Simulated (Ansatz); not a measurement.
# AlH₃Cl (doublet): from Hartree-Fock to the top rungs at distance Al1–H4 along a hydrogen transfer = 1.475 Å, cc-pVDZ

One table from this session's results is given with a row withheld; the runs are named, their logs left out.

Method: cc-pVDZ, core rule «outside noble gas», up to 10 orbitals frozen; program: Ansatz 0.2.0, Gaussian basis.

Plan: UHF; CCSD(T) on ROHF; CCSD(T) on UHF; BCCD(T) on ROHF; CISD; CCSDT(Q) on ROHF; CCSDT(Q) on UHF; CASSCF and MRCISD+Q, 3 electrons in 3 orbitals; CASSCF and NEVPT2, 3 electrons in 3 orbitals.

13 further runs of the same task are left out: 9 for a known fault of the program, 1 for a mislabelled method, 1 that didn't finish, 2 set aside as unsound or not needed.

## The system

The geometry derives from fragments relaxed apart (PBE0/def2-TZVP) and kept rigid, so it is no stationary point. A hydrogen atom is moved between rigid fragments.

5 atoms, charge 0, spin multiplicity 2.

Atoms are counted from 1 here; the program's logs count them from 0.

Bond lengths: Al1–H2 1.586 Å, Al1–H3 1.586 Å, Al1–H4 1.475 Å. Angles: H2–Al1–H3 120.0°, H2–Al1–H4 120.0°, H3–Al1–H4 120.0°.

The first run:

File in.yaml:

```yaml
crystal:
  periodic: [false, false, false]
  atoms:
    - {symbol: Al, position_ang: [-2.036377, 0.000000, 0.000000]}
    - {symbol: H, position_ang: [-2.829301, 1.373384, 0.000000]}
    - {symbol: H, position_ang: [-2.829301, -1.373384, 0.000000]}
    - {symbol: H, position_ang: [-0.561377, 0.000000, 0.000000]}
    - {symbol: Cl, position_ang: [1.726623, 0.000000, 0.000000]}
basis:
  gaussian: {orbitals: cc-pVDZ}
magnetization: {spin_polarized: true, initial_magnetization: 1}
hamiltonian: {xc: hf}
output: {orbitals: {seedname: orbitals}}
```

Launch:

```sh
> ansatz run in.yaml --threads 1 --pin off --events-out ev --progress --plain --max-ram 2393MiB
```

Among the steps run: UHF; CCSD(T) on ROHF; CCSD(T) on UHF; BCCD(T) on ROHF; CISD; CCSDT(Q) on ROHF; CCSDT(Q) on UHF; CASSCF and MRCISD+Q, 3 electrons in 3 orbitals; CASSCF and NEVPT2, 3 electrons in 3 orbitals.

One of the session's tables, all rows but one given; the rest of the session is left out.

```
       method  from UCCSDT(Q) (meV)
         ROHF               +6512.0
          UHF               +6395.7
         RMP2               +1184.0
         UMP2               +1201.2
         CISD                +599.5
        RCCSD                 +97.5
        UCCSD                 +95.0
     RCCSD(T)                 +22.9
     UCCSD(T)                 +22.5
      BCCD(T)                     ?
       RCCSDT                  +5.6
       UCCSDT                  +5.2
    RCCSDT(Q)                  +0.3
    UCCSDT(Q)                     0
  CASSCF pair               +6142.4
  NEVPT2 pair               +1166.3
  MRCISD pair                +533.1
MRCISD+Q pair                  +7.5
```

Q: Estimate the row for BCCD(T) from the others.

The run gave: from UCCSDT(Q) (meV): +22.7. In the column «from UCCSDT(Q) (meV)» it lies between UCCSD(T) (+22.5) and RCCSD(T) (+22.9).

Caveats from the session: Restricted and unrestricted rows rest on different reference determinants; where their highest levels disagree by more than a few hundredths of an eV, they describe different states and don't form one ladder.
